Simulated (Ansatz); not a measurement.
**Relative energies of C5H10S isomers**

3 of its isomers, all singlets with charge 0: A = allyl ethyl sulfide `C=CCSCC`; B = cyclopentanethiol `SC1CCCC1`; C = 2-methyltetrahydrothiophene `CC1CCCS1`.

Shapes, held fixed at every level: PBE0-D4/def2-TZVP. Flexible molecules stand in one conformer, not always the lowest. Programs: Ansatz 0.2.0.

Electronic energies in kJ/mol, without zero-point or thermal terms.

```tsv
level	kind	B − A	C − A
HF/def2-TZVPP	Hartree–Fock	-57.2	-71.4
BHLYP-D4/def2-TZVPP	global hybrid	-63.1	-81.3
PBE0-D4/def2-TZVPP	global hybrid	-77.4	-96.3
wB97X-V/def2-TZVPP	range-separated hybrid	-79.4	-95.7
CCSD/def2-SVP	coupled cluster or CI	-86.3	-93.1
CCSD/def2-TZVPP	coupled cluster or CI	-73.4	-87.7
CCSD(T)/CBS estimate	coupled cluster or CI	-66.5	-85.4
```

The highest level, CCSD(T)/CBS estimate, puts C lowest of these. All levels agree on that. The B − A difference spans -86.3 to -57.2 kJ/mol over the levels. The CBS estimate extrapolates MP2 from def2-TZVPP and def2-QZVPP and adds CCSD(T) − MP2 in the triple-zeta set, cores frozen.
